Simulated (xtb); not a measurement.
xtb input (GFN2-xTB):

```bash
xtb mol.xyz --gfn 2 --ohess tight --chrg 1 --uhf 0
```
mol.xyz:
```
8

C      0.02296948     0.74921402     0.02397534
N     -0.02994531    -0.76513128     0.00317830
H     -0.97838242     1.18399744    -0.01096422
H     -0.54545867    -1.07611426     0.83407418
H     -0.53190063    -1.09758991    -0.80670165
H      0.52409174     1.07438794     0.88367977
H      0.54353588     1.08024861    -0.89125406
H      0.94854475    -1.07038536    -0.02154343
```

End of the output:

```
   ------------------------------------------------------------------------

         :::::::::::::::::::::::::::::::::::::::::::::::::::::
         ::                  THERMODYNAMIC                  ::
         :::::::::::::::::::::::::::::::::::::::::::::::::::::
         :: total free energy          -7.613439608553 Eh   ::
         ::.................................................::
         :: total energy               -7.666304195865 Eh   ::
         :: zero point energy           0.074986877288 Eh   ::
         :: G(RRHO) w/o ZPVE           -0.022122289975 Eh   ::
         :: G(RRHO) contrib.            0.052864587313 Eh   ::
         :::::::::::::::::::::::::::::::::::::::::::::::::::::

optimized geometry written to: xtbopt.xyz

           -------------------------------------------------
          | TOTAL ENERGY               -7.666304195865 Eh   |
          | TOTAL ENTHALPY             -7.586889227585 Eh   |
          | TOTAL FREE ENERGY          -7.613439608553 Eh   |
Note: The following floating-point exceptions are signalling: IEEE_DENORMAL
normal termination of xtb
          | GRADIENT NORM               0.000284780883 Eh/α |
          | HOMO-LUMO GAP              11.112879129055 eV   |
           -------------------------------------------------

------------------------------------------------------------------------
------------------------------------------------------------------------
 total:
 SCF:
 ANC optimizer:
 analytical hessian:
```

It need not be the lowest isomer of its formula.
